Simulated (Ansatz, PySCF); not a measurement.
Species: C3H5 (charge 0, doublet). SMILES: [CH]1CC1
Geometry: optimised at B3LYP-D3(BJ)/def2-TZVP (Ansatz, an electronic-structure program).

Unscaled harmonic wavenumbers (cm⁻¹) in rising order, each level at the stationary point that it reaches from this structure (no distance between atoms moves by over 0.3 Å); the order of modes can differ between levels, and a negative number is imaginary. B3LYP-D3(BJ)/def2-TZVP (PySCF, at the structure above): 558, 764, 783, 844, 930, 1025, 1067, 1084, 1097, 1160, 1262, 1458, 1484, 3089, 3089, 3149, 3162, 3222.

HF/6-31G* (Ansatz): 704, 847, 856, 931, 1007, 1169, 1190, 1209, 1230, 1287, 1339, 1604, 1645, 3285, 3291, 3353, 3367, 3406. Zero-point energy 45.3 against 41.8 kcal/mol; where all levels lie over 400 cm⁻¹, the wavenumbers are on average 1.102 times those of B3LYP-D3(BJ)/def2-TZVP.

B3LYP/6-31G* (Ansatz): 575, 776, 783, 854, 941, 1039, 1067, 1102, 1114, 1172, 1273, 1483, 1511, 3103, 3103, 3163, 3176, 3232. Zero-point energy 42.1 against 41.8 kcal/mol; where all levels lie over 400 cm⁻¹, the wavenumbers are on average 1.011 times those of B3LYP-D3(BJ)/def2-TZVP.
